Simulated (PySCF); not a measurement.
Shifts of the heteroatoms

Cartesian coordinates in Å; atom numbers follow the order of the lines, from 1:
```xyz
6

N     1.3093    0.6242   -0.1804
P    -0.1030   -0.0100   -0.0663
H     2.0965   -0.0098   -0.1697
H    -0.6076   -0.9074   -1.0531
H    -1.0736    1.0029   -0.1004
H    -0.5100   -0.7403    1.0892
```

[PySCF 2.14.0 with density-fitted response routines: PBE0-D3(BJ)/def2-TZVP geometry; GIAO B97-2/pcSseg-2 shieldings; non-relativistic; averaged over atoms made equivalent by symmetry, fast rotation or ring inversion; a single conformation; isolated molecule]

Problem. Where does 31P resonate?

Solution. 
```tsv
atoms	environment	σ (ppm)	δ (ppm)
P2	phosphorus bonded to N, 3 H	401.6	-80.1
```

Shieldings were converted by a linear fit to measured shifts: 31P (scatter 13.4 ppm rms, 16.3 ppm with the 1 outlier that the fit left out vs H3PO4, solution or neat liquid). A few per cent of atoms miss by over 2 rms, more outside the fitted compound classes.

On a 400 MHz spectrometer 31P resonates near 161.9 MHz, so 1 ppm is 161.9 Hz.

Problem. Where does 15N resonate?

Solution. 
```
atoms              environment  σ (ppm)  δ (ppm)
   N1  nitrogen bonded to P, H    268.0   -396.4
```

Shieldings were converted by a linear fit to measured shifts: 15N: δ = -149.73 − 0.920σ (rms 6.4 ppm, 44 shifts vs CH3NO2, solution or neat liquid). Occasional misses reach two or three times the rms, and more in compound classes unlike the fitted ones.

On a 500 MHz spectrometer 15N resonates near 50.7 MHz, so 1 ppm is 50.7 Hz.
